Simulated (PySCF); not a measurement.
## EPR parameters of CN

CN (doublet state).
SMILES with atom numbers: `[C:1]#[N:2]`

Geometry (GFN2-xTB, Å), atoms numbered from 1 in this order:
```
atom  x, y, z in Å
C1     0.5692   -0.0030   -0.0027
N2    -0.5665    0.0042   -0.0114
```

The calculation used UKS B3LYP, pcH-1 on C N, non-relativistic, mean-field spin-orbit, GIAO in PySCF 2.14.0. Isolated species at its GFN2-xTB geometry, gas phase. A GFN2-xTB geometry isn't a minimum of the functional, and hyperfine couplings can be far from their values at a DFT geometry.

```
g1, g2, g3                      : 2.00033, 2.00034, 2.00216
g_iso                           : 2.00094
Form of g                       : axial
⟨S²⟩                            : 0.7569 (exact 0.7500)
α and β electrons               : 7, 6
HOMO–LUMO gap, α and β orbitals : 10.79, 3.84 eV
```

Isotropic coupling and dipolar principal values T1 to T3, in G; ρ(0) is the spin density at the nucleus (MHz turned into gauss with g_iso; 10 G = 1 mT):

```
atom  isotope  a_iso     T1     T2    T3  Mulliken spin population  ρ(0) (bohr⁻³)
  C1      13C  215.0  -22.5  -22.5  44.9                      0.89         0.5356
  N2      14N   -6.2   -7.6   -7.6  15.3                      0.11        -0.0533
```

The largest Mulliken spin populations are on C1 (+0.89) and N2 (+0.11). C1 is the only atom above +0.15.

Axes: g3 lies along the molecular axis.

Under fast tumbling the dipolar parts average out, and these isotropic splittings remain: 1 × 14N (N2, I = 1, 3 lines) with 0.62 mT.

The 13C coupling of C1 (602.2 MHz) shows only in satellite lines or after enrichment, since that isotope makes up about 1.07 % of natural carbon.

Examples of negative spin density at the nucleus (bohr⁻³): N2 (-0.0533).

The run took 1.3 s of wall time on one thread of an Arm Neoverse V2 (shared host).
